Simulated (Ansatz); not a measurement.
# Ladder of methods for the zone-centre LO phonon frequency of cubic BN

Reference value: 1305 ± 1 cm⁻¹ (measured, 300 K, not corrected to a static lattice; as tabulated in Ioffe Institute, NSM Archive: BN, mechanic properties page).

| level (code) | value (cm⁻¹) | cell (Å³/atom) | difference (%) |
|---|---|---|---|
| LDA (Ansatz) | 1298 | 5.74 | -0.5 |
| PBE (Ansatz) | 1262 | 5.95 | -3.3 |
| PBE-D3(BJ) (Ansatz) | 1280 | 5.86 | -1.9 |
| r²SCAN (Ansatz) | 1302 | 5.88 | -0.2 |

Any of these levels can be the nearest once the reference is moved by up to 3.0 % (a margin picked here for doubts on the reference and the settings, and for temperature and zero-point motion) and values within 0.7 % count as equal. Within 10 %: LDA, PBE, PBE-D3(BJ), r²SCAN.

The reference isn't brought to a static lattice, while the calculations are for one, so the differences are not the levels' errors alone.  PBE-D3(BJ): the dispersion coefficients are held fixed in the derivatives. Each level is taken at its own relaxed cell. Cutoffs and k meshes differ between the levels. Ansatz's density-functional and Hartree–Fock values are scalar-relativistic unless marked +SOC, with PAW data made under PBE.

Differences are worked out from the printed values.

Ansatz is a program for electronic structure.
